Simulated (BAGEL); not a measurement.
# BNH6O (SMILES [NH3+][BH2-]O) at HF/3-21G (density fitting with qzvpp-jkfit)

What is the energy change on altering one bond length of BNH6O at HF/3-21G (density fitting with qzvpp-jkfit)? 

The results are computed with BAGEL 1.2.2.

3 further runs of the same task are left out: 3 that didn't finish.

## Step 1: The molecule

BNH6O has 9 atoms, charge 0, and is taken as a singlet. As SMILES, `[NH3+][BH2-]O`. Geometry: relaxed at GFN2-xTB. This is one conformer, not always the lowest.

Bond lengths: N1–B2 1.790 Å, B2–O3 1.407 Å, N1–H4 1.012 Å, N1–H5 1.012 Å, N1–H6 1.013 Å, B2–H7 1.186 Å, B2–H8 1.195 Å, O3–H9 0.955 Å. Some angles: N1–B2–O3 103.8°, N1–B2–H7 101.1°, N1–B2–H8 101.9°, O3–B2–H7 112.3°, O3–B2–H8 117.8°, B2–N1–H4 109.7°, B2–N1–H5 104.6°, B2–N1–H6 110.3°, B2–O3–H9 113.0°, H7–B2–H8 116.7°.

## Step 2: A single-point energy at HF/3-21G (density fitting with qzvpp-jkfit)

calc.json reads:

```json
{ "bagel" : [

{
  "title" : "molecule",
  "basis" : "3-21g",
  "df_basis" : "qzvpp-jkfit",
  "angstrom" : true,
  "geometry" : [
    { "atom" : "N", "xyz" : [      -0.594820,       0.588420,      -0.642590 ] },
    { "atom" : "B", "xyz" : [       0.419800,      -0.664420,       0.134950 ] },
    { "atom" : "O", "xyz" : [       1.082380,       0.030930,       1.163530 ] },
    { "atom" : "H", "xyz" : [      -0.993350,       0.223030,      -1.497480 ] },
    { "atom" : "H", "xyz" : [       0.043730,       1.349630,      -0.837240 ] },
    { "atom" : "H", "xyz" : [      -1.321570,       0.896120,      -0.008140 ] },
    { "atom" : "H", "xyz" : [       1.148200,      -0.953250,      -0.755160 ] },
    { "atom" : "H", "xyz" : [      -0.393550,      -1.480850,       0.449290 ] },
    { "atom" : "H", "xyz" : [       0.609180,       0.010380,       1.992840 ] }
  ]
},

{ "title" : "hf" },

{ "title" : "print", "file" : "orbitals.molden", "orbitals" : true }

]}
```

The run is started by

```bash
$ BAGEL_NUM_THREADS=1 BAGEL calc.json > calc.out
```

The log of the run:

```text
* using 1 threads per process

  ===============================================================
  ===============================================================

  *** Geometry ***

  { "atom" : "N", "xyz" : [     -1.124047,      1.111953,     -1.214319 ] },
  { "atom" : "B", "xyz" : [      0.793307,     -1.255572,      0.255019 ] },
  { "atom" : "O", "xyz" : [      2.045402,      0.058449,      2.198753 ] },
  { "atom" : "H", "xyz" : [     -1.877159,      0.421466,     -2.829827 ] },
  { "atom" : "H", "xyz" : [      0.082638,      2.550431,     -1.582154 ] },
  { "atom" : "H", "xyz" : [     -2.497405,      1.693421,     -0.015382 ] },
  { "atom" : "H", "xyz" : [      2.169784,     -1.801381,     -1.427046 ] },
  { "atom" : "H", "xyz" : [     -0.743702,     -2.798401,      0.849035 ] },
  { "atom" : "H", "xyz" : [      1.151183,      0.019615,      3.765922 ] },

  Number of auxiliary basis functions:      337

  Since a DF basis is specified, we compute 2- and 3-index integrals:
    o Being stored without compression. Storage requirement is 0.004 GB

  Number of basis functions:       39
  Number of electrons      :       26

    * METHOD: MOLECULE                             0.08

  *** RHF ***

  === Nuclear Repulsion ===
    77.6512448939

      * DIIS with orbital gradients will be used.

  === RHF iteration (3-21g) ===
      0       -156.52654052          0.03493781           0.01
      1       -156.63167819          0.01735838           0.01
      2       -156.66052584          0.00231988           0.01
      3       -156.66135901          0.00052897           0.01
      4       -156.66139606          0.00014514           0.01
      5       -156.66140029          0.00002897           0.01
      6       -156.66140050          0.00000721           0.01
      7       -156.66140052          0.00000158           0.01
      8       -156.66140052          0.00000050           0.01
      9       -156.66140052          0.00000018           0.01
     10       -156.66140052          0.00000005           0.01
     11       -156.66140052          0.00000002           0.01
     12       -156.66140052          0.00000000           0.01
    * SCF iteration converged.

    * Permanent dipole moment:
           (    1.670237,    -1.253972,     0.526565) a.u.

    * METHOD: HF                                   0.18

    * METHOD: PRINT                                0.00

  ===============================================================
```

Run time: 0.38 s. Hardware: 1 thread of Arm Neoverse V1, shared host.

## Step 3: The distorted shape at the same level

input.json reads:

```json
{ "bagel" : [

{
  "title" : "molecule",
  "basis" : "3-21g",
  "df_basis" : "qzvpp-jkfit",
  "angstrom" : true,
  "geometry" : [
    { "atom" : "N", "xyz" : [      -0.746985,       0.776312,      -0.759200 ] },
    { "atom" : "B", "xyz" : [       0.419800,      -0.664420,       0.134950 ] },
    { "atom" : "O", "xyz" : [       1.082380,       0.030930,       1.163530 ] },
    { "atom" : "H", "xyz" : [      -1.145515,       0.410922,      -1.614090 ] },
    { "atom" : "H", "xyz" : [      -0.108435,       1.537522,      -0.953850 ] },
    { "atom" : "H", "xyz" : [      -1.473735,       1.084012,      -0.124750 ] },
    { "atom" : "H", "xyz" : [       1.148200,      -0.953250,      -0.755160 ] },
    { "atom" : "H", "xyz" : [      -0.393550,      -1.480850,       0.449290 ] },
    { "atom" : "H", "xyz" : [       0.609180,       0.010380,       1.992840 ] }
  ]
},

{
  "title" : "hf",
  "charge" : 0
},

{
  "title" : "print",
  "file" : "orbitals.molden",
  "orbitals" : true
}

]}
```

The run is started by

```bash
$ BAGEL_NUM_THREADS=1 BAGEL input.json > input.out
```

The log of the run:

```text
* using 1 threads per process

  ===============================================================
  ===============================================================

  *** Geometry ***

  { "atom" : "N", "xyz" : [     -1.411597,      1.467017,     -1.434680 ] },
  { "atom" : "B", "xyz" : [      0.793307,     -1.255572,      0.255019 ] },
  { "atom" : "O", "xyz" : [      2.045402,      0.058449,      2.198753 ] },
  { "atom" : "H", "xyz" : [     -2.164710,      0.776530,     -3.050188 ] },
  { "atom" : "H", "xyz" : [     -0.204912,      2.905495,     -1.802515 ] },
  { "atom" : "H", "xyz" : [     -2.784956,      2.048486,     -0.235743 ] },
  { "atom" : "H", "xyz" : [      2.169784,     -1.801381,     -1.427046 ] },
  { "atom" : "H", "xyz" : [     -0.743702,     -2.798401,      0.849035 ] },
  { "atom" : "H", "xyz" : [      1.151183,      0.019615,      3.765922 ] },

  Number of auxiliary basis functions:      337

  Since a DF basis is specified, we compute 2- and 3-index integrals:
    o Being stored without compression. Storage requirement is 0.004 GB

  Number of basis functions:       39
  Number of electrons      :       26

    * METHOD: MOLECULE                             0.08

  *** RHF ***

  === Nuclear Repulsion ===
    74.1718203468

      * DIIS with orbital gradients will be used.

  === RHF iteration (3-21g) ===
      0       -156.51982754          0.03556889           0.01
      1       -156.62409684          0.01800302           0.01
      2       -156.65465888          0.00230248           0.01
      3       -156.65549931          0.00056993           0.01
      4       -156.65554164          0.00015173           0.01
      5       -156.65554672          0.00003039           0.01
      6       -156.65554697          0.00000727           0.01
      7       -156.65554699          0.00000183           0.01
      8       -156.65554699          0.00000052           0.01
      9       -156.65554699          0.00000020           0.01
     10       -156.65554699          0.00000006           0.01
     11       -156.65554699          0.00000002           0.01
     12       -156.65554699          0.00000000           0.01
    * SCF iteration converged.

    * Permanent dipole moment:
           (    1.564380,    -1.139994,     0.423102) a.u.

    * METHOD: HF                                   0.18

    * METHOD: PRINT                                0.00

  ===============================================================
```

It took 0.38 s on 1 thread of Arm Neoverse V1, shared host.

## Step 4: Outcome

At HF/3-21G (density fitting with qzvpp-jkfit):

```
                                                         quantity          value
                                        first shape: total energy  -156.66140 Eh
                                       first shape: dipole moment         5.47 D
                                         first shape: HOMO energy      -10.64 eV
                                         first shape: LUMO energy        6.00 eV
                                       first shape: HOMO–LUMO gap       16.64 eV
                                    distorted shape: total energy  -156.65555 Eh
                                   distorted shape: dipole moment         5.04 D
                                     distorted shape: HOMO energy      -10.90 eV
                                     distorted shape: LUMO energy        6.07 eV
                                   distorted shape: HOMO–LUMO gap       16.98 eV
energy change with the N1–B2 bond stretched from 1.790 to 2.058 Å       0.159 eV
```

With the N1–B2 bond stretched from 1.790 to 2.058 Å the energy rises by 0.16 eV (3.7 kcal/mol). The first shape isn't relaxed at this level, so the change isn't measured from a minimum.
